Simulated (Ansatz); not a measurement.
# AlO+ (quintet): the correlation ladder, def2-QZVPP

An exercise on one series of results from a longer session: the logs are not shown, and one member is left open.

Computed with Ansatz 0.2.0, Gaussian basis. Level: def2-QZVPP, core rule «outside noble gas», up to 6 orbitals frozen.

Plan: UHF; ROHF; CCSD(T) on UHF.

2 further runs of the same task are left out: 2 set aside as unsound or not needed.

## What is computed

The geometry is a PBE0/def2-TZVP stationary point (not a proven minimum) of the parent state, kept for this charge and spin.

2 atoms, charge 1, spin multiplicity 5.

Atoms are counted from 1 here; the program's logs count them from 0.

Bond lengths: Al1–O2 1.733 Å.

The first run:

Input file in.yaml:

```yaml
crystal:
  periodic: [false, false, false]
  atoms:
    - {symbol: Al, position_ang: [0.000000, 0.000000, 0.000000]}
    - {symbol: O, position_ang: [0.000000, 0.000000, 1.732900]}
basis:
  gaussian: {orbitals: "def2-QZVPP.json"}
total_charge: 1
magnetization: {spin_polarized: true, initial_magnetization: 4}
hamiltonian: {xc: hf}
output: {orbitals: {seedname: orbitals}}
```

Started as:

```bash
$ ansatz run in.yaml --threads 1 --pin off --events-out ev --progress --plain --max-ram 2393MiB
```

Among the steps run: UHF; ROHF; CCSD(T) on UHF.

One table of the session follows, with a row left open; its other results are not shown here.

```
  method  from UCCSD(T) (meV)
    ROHF                    ?
     UHF              +5077.5
    UMP2               +619.0
   UCCSD               +116.0
UCCSD(T)                    0
```

**Question.** Estimate the row for ROHF.

**Answer.** from UCCSD(T) (meV): +5277.0. In the column «from UCCSD(T) (meV)» it is the highest.
